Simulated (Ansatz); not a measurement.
Ansatz (a first-principles code) input (B3LYP-D3(BJ)/def2-TZVP):

Ansatz 0.2 input:
```yaml
crystal:
  periodic: [false, false, false]
  atoms:
    - {symbol: C, position_ang: [0.01909113, 0.15267994, -1.32752912]}
    - {symbol: Cl, position_ang: [-0.01118660, 0.00667210, 0.64763898]}
    - {symbol: H, position_ang: [0.90111306, -0.49482969, -1.50763755]}
    - {symbol: H, position_ang: [-0.82548774, -0.53467571, -1.53705043]}
basis:
  gaussian:
    orbitals: def2-TZVP
hamiltonian:
  xc: b3lyp
  dispersion: d3bj
total_charge: -1
phonons: {temperatures: {t_min: 298.15, t_max: 298.15, t_step: 100}}
```

Output:

```
Functional definition: B3LYP
integrals: 0.01 GiB planned
531 factors; their error is unknown
mean field: 0.17 GiB planned
mean field evaluation 1: about -13588.7646 eV, gradient 3.7e1 eV
mean field evaluation 2: about -13584.4061 eV, gradient 5.4e1 eV
mean field evaluation 4: about -13592.2301 eV, gradient 3.0e0 eV
mean field evaluation 8: about -13592.2768 eV, gradient 3.4e-2 eV
mean field evaluation 16: about -13592.2768 eV, gradient 1.8e-5 eV
mean field -13592.27675778 eV, -499.5069576723 hartree, gradient 1.8e-5 eV, S^2 0.000000; 0 other end points of the search recorded, 0 dependent functions left out
the calculation of the forces begins
reference -13592.27694213 eV, -499.5069644470 hartree; 13, 13 occupied and 67, 67 virtual orbitals, 531 factors
these checks for a lower state are left out or cut short: stability, starts, cluster_reference, orbital_swaps, neighbouring_geometries, increment
integrals: 0.01 GiB planned
531 factors; their error is unknown
mean field: 0.17 GiB planned
mean field -13592.27668386 eV, -499.5069549557 hartree, gradient 1.7e-6 eV, S^2 0.000000; 0 other end points of the search recorded, 0 dependent functions left out
the calculation of the forces begins
reference -13592.27686838 eV, -499.5069617370 hartree; 13, 13 occupied and 67, 67 virtual orbitals, 531 factors
these checks for a lower state are left out or cut short: stability, starts, cluster_reference, orbital_swaps, neighbouring_geometries, increment
integrals: 0.01 GiB planned
531 factors; their error is unknown
mean field: 0.17 GiB planned
mean field evaluation 32: about -13592.2767 eV, gradient 1.7e-6 eV
mean field -13592.27668103 eV, -499.5069548518 hartree, gradient 1.7e-6 eV, S^2 0.000000; 0 other end points of the search recorded, 0 dependent functions left out
the calculation of the forces begins
reference -13592.27686520 eV, -499.5069616200 hartree; 13, 13 occupied and 67, 67 virtual orbitals, 531 factors
these checks for a lower state are left out or cut short: stability, starts, cluster_reference, orbital_swaps, neighbouring_geometries, increment
integrals: 0.01 GiB planned
531 factors; their error is unknown
mean field: 0.17 GiB planned
mean field -13592.27668610 eV, -499.5069550383 hartree, gradient 1.7e-6 eV, S^2 0.000000; 0 other end points of the search recorded, 0 dependent functions left out
the calculation of the forces begins
reference -13592.27687050 eV, -499.5069618147 hartree; 13, 13 occupied and 67, 67 virtual orbitals, 531 factors
these checks for a lower state are left out or cut short: stability, starts, cluster_reference, orbital_swaps, neighbouring_geometries, increment
integrals: 0.01 GiB planned
531 factors; their error is unknown
mean field: 0.17 GiB planned
mean field -13592.27668217 eV, -499.5069548937 hartree, gradient 1.7e-6 eV, S^2 0.000000; 0 other end points of the search recorded, 0 dependent functions left out
the calculation of the forces begins
reference -13592.27686647 eV, -499.5069616666 hartree; 13, 13 occupied and 67, 67 virtual orbitals, 531 factors
these checks for a lower state are left out or cut short: stability, starts, cluster_reference, orbital_swaps, neighbouring_geometries, increment
integrals: 0.01 GiB planned
531 factors; their error is unknown
mean field: 0.17 GiB planned
mean field -13592.27675174 eV, -499.5069574505 hartree, gradient 1.7e-6 eV, S^2 0.000000; 0 other end points of the search recorded, 0 dependent functions left out
the calculation of the forces begins
reference -13592.27693609 eV, -499.5069642251 hartree; 13, 13 occupied and 67, 67 virtual orbitals, 531 factors
these checks for a lower state are left out or cut short: stability, starts, cluster_reference, orbital_swaps, neighbouring_geometries, increment
integrals: 0.01 GiB planned
531 factors; their error is unknown
mean field: 0.17 GiB planned
mean field -13592.27675880 eV, -499.5069577096 hartree, gradient 1.7e-6 eV, S^2 0.000000; 0 other end points of the search recorded, 0 dependent functions left out
the calculation of the forces begins
reference -13592.27694314 eV, -499.5069644844 hartree; 13, 13 occupied and 67, 67 virtual orbitals, 531 factors
these checks for a lower state are left out or cut short: stability, starts, cluster_reference, orbital_swaps, neighbouring_geometries, increment
integrals: 0.01 GiB planned
531 factors; their error is unknown
mean field: 0.17 GiB planned
mean field evaluation 64: about -13592.2504 eV, gradient 7.7e-5 eV
mean field -13592.27673020 eV, -499.5069566587 hartree, gradient 1.7e-6 eV, S^2 0.000000; 0 other end points of the search recorded, 0 dependent functions left out
the calculation of the forces begins
reference -13592.27691453 eV, -499.5069634328 hartree; 13, 13 occupied and 67, 67 virtual orbitals, 531 factors
these checks for a lower state are left out or cut short: stability, starts, cluster_reference, orbital_swaps, neighbouring_geometries, increment
integrals: 0.01 GiB planned
531 factors; their error is unknown
mean field: 0.17 GiB planned
mean field -13592.27675544 eV, -499.5069575865 hartree, gradient 1.7e-6 eV, S^2 0.000000; 0 other end points of the search recorded, 0 dependent functions left out
the calculation of the forces begins
reference -13592.27693981 eV, -499.5069643618 hartree; 13, 13 occupied and 67, 67 virtual orbitals, 531 factors
these checks for a lower state are left out or cut short: stability, starts, cluster_reference, orbital_swaps, neighbouring_geometries, increment
integrals: 0.01 GiB planned
531 factors; their error is unknown
mean field: 0.17 GiB planned
mean field -13592.27669691 eV, -499.5069554353 hartree, gradient 1.7e-6 eV, S^2 0.000000; 0 other end points of the search recorded, 0 dependent functions left out
the calculation of the forces begins
reference -13592.27688127 eV, -499.5069622107 hartree; 13, 13 occupied and 67, 67 virtual orbitals, 531 factors
these checks for a lower state are left out or cut short: stability, starts, cluster_reference, orbital_swaps, neighbouring_geometries, increment
integrals: 0.01 GiB planned
531 factors; their error is unknown
mean field: 0.17 GiB planned
mean field -13592.27669099 eV, -499.5069552179 hartree, gradient 1.7e-6 eV, S^2 0.000000; 0 other end points of the search recorded, 0 dependent functions left out
the calculation of the forces begins
reference -13592.27687532 eV, -499.5069619919 hartree; 13, 13 occupied and 67, 67 virtual orbitals, 531 factors
these checks for a lower state are left out or cut short: stability, starts, cluster_reference, orbital_swaps, neighbouring_geometries, increment
integrals: 0.01 GiB planned
531 factors; their error is unknown
mean field: 0.17 GiB planned
mean field evaluation 96: about -13592.2767 eV, gradient 1.6e-6 eV
mean field -13592.27672434 eV, -499.5069564434 hartree, gradient 1.7e-6 eV, S^2 0.000000; 0 other end points of the search recorded, 0 dependent functions left out
the calculation of the forces begins
reference -13592.27690878 eV, -499.5069632213 hartree; 13, 13 occupied and 67, 67 virtual orbitals, 531 factors
these checks for a lower state are left out or cut short: stability, starts, cluster_reference, orbital_swaps, neighbouring_geometries, increment
integrals: 0.01 GiB planned
531 factors; their error is unknown
mean field: 0.17 GiB planned
mean field -13592.27672633 eV, -499.5069565164 hartree, gradient 1.7e-6 eV, S^2 0.000000; 0 other end points of the search recorded, 0 dependent functions left out
the calculation of the forces begins
reference -13592.27691059 eV, -499.5069632879 hartree; 13, 13 occupied and 67, 67 virtual orbitals, 531 factors
these checks for a lower state are left out or cut short: stability, starts, cluster_reference, orbital_swaps, neighbouring_geometries, increment
integrals: 0.01 GiB planned
531 factors; their error is unknown
mean field: 0.17 GiB planned
mean field -13592.27673597 eV, -499.5069568707 hartree, gradient 1.7e-6 eV, S^2 0.000000; 0 other end points of the search recorded, 0 dependent functions left out
the calculation of the forces begins
reference -13592.27692034 eV, -499.5069636462 hartree; 13, 13 occupied and 67, 67 virtual orbitals, 531 factors
these checks for a lower state are left out or cut short: stability, starts, cluster_reference, orbital_swaps, neighbouring_geometries, increment
integrals: 0.01 GiB planned
531 factors; their error is unknown
mean field: 0.17 GiB planned
mean field -13592.27675077 eV, -499.5069574147 hartree, gradient 1.7e-6 eV, S^2 0.000000; 0 other end points of the search recorded, 0 dependent functions left out
the calculation of the forces begins
reference -13592.27693510 eV, -499.5069641886 hartree; 13, 13 occupied and 67, 67 virtual orbitals, 531 factors
Total energy: -13592.36012652 eV, -499.5100214169 hartree
Atom 0 at     0.019091     0.152680    -1.327529 Å, force    -0.000001     0.000081    -0.000038 eV/Å
Atom 1 at    -0.011187     0.006672     0.647639 Å, force     0.000000    -0.000020    -0.000002 eV/Å
Atom 2 at     0.901113    -0.494830    -1.507638 Å, force    -0.000009    -0.000031     0.000020 eV/Å
Atom 3 at    -0.825488    -0.534676    -1.537050 Å, force     0.000009    -0.000030     0.000020 eV/Å
Dipole moment:     0.000633    -0.366687     0.459609 e Å
Vibrations: 420.79 1036.43 1060.02 1384.31 2848.15 2899.26 cm⁻¹, zero-point energy 0.598160 eV
```

It need not be the lowest isomer of its formula. Whether it binds its extra electron was not tested at this geometry.
